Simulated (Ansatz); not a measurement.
Results of r²SCAN (plane waves, PAW; Ansatz, a first-principles code) for SnCl2 (Pnma, No. 62).

Run with plane-wave cutoff 560 eV, 6×8×4 k mesh (along the axes of the cell as run), Fermi–Dirac smearing 0.01 eV, scalar-relativistic PAW data made under PBE.

Cell (measured lattice):

```
SnCl2
1.0
    7.79300     0.00000     0.00000
    0.00000     4.43000     0.00000
    0.00000     0.00000     9.20700
Cl Sn
8 4
Cartesian
  0.17145   1.10750   1.42709
  7.62155   3.32250   7.77991
  3.72505   3.32250   6.03058
  4.06795   1.10750   3.17641
  5.01869   1.10750   8.51647
  2.77431   3.32250   0.69052
  6.67081   3.32250   3.91297
  1.12219   1.10750   5.29402
  1.80018   1.10750   8.52568
  5.99282   3.32250   0.68132
  2.09632   3.32250   3.92218
  5.69668   1.10750   5.28482
```

**Question.** What does this level give for the band gap, smallest direct gap on the k points sampled and direct gap at Γ?

**Answer.** 
* **band gap**: 3.38 eV
* **smallest direct gap on the k points sampled**: 3.66 eV
* **direct gap at Γ**: 3.83 eV

Note: cell and atoms aren't relaxed at this level (largest force component 0.15 eV/Å).

Spin–orbit coupling is not included.

Static lattice: no zero-point or thermal effects.
